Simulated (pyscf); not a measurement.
This saddle point was located with ωB97X-D3(BJ)/def2-SVP in PySCF.

```xyz
9

Cl     0.8523     0.4828    -1.5988
B      1.2156    -0.5128     0.3164
Cl     2.5645     0.3228     1.1191
H      1.3196    -1.6554    -0.0336
Si    -0.5262    -0.2328     1.4541
H      0.1693     0.3053    -0.3256
H     -0.1381    -1.0606     2.6293
H     -1.7713    -0.7752     0.8381
H     -0.7414     1.1832     1.8628
```
Charge 0, spin multiplicity 1.

Surface: singlet, charge 0. Lowest wavenumbers (cm⁻¹): 800i, 124, 156, 181, 253.

Task: Name the species on either side of this saddle.

Result: Cl–BH–Cl + silane (SiH₄) ⇌ hydrogen chloride (HCl) + H₃Si–BH–Cl, a four-centre exchange read from left to right: B–Cl, H–Si broken and Cl–H, B–Si formed. At CCSD(T)/def2-TZVPP + ΔMP2(QZVPP) it lies +42.1 kcal/mol from the left side and +15.9 kcal/mol from the right (each side as separated species at their lowest minima found). The same reactants have a lower exit, to H₃Si–Cl + H₂B–Cl (barrier +18.3 kcal/mol at ωB97M-D3(BJ), against +42.2 kcal/mol here). One saddle was located; it need not be the lowest between these sides. The CCSD(T) − MP2 part came from Ansatz, without density fitting, on the same reference.
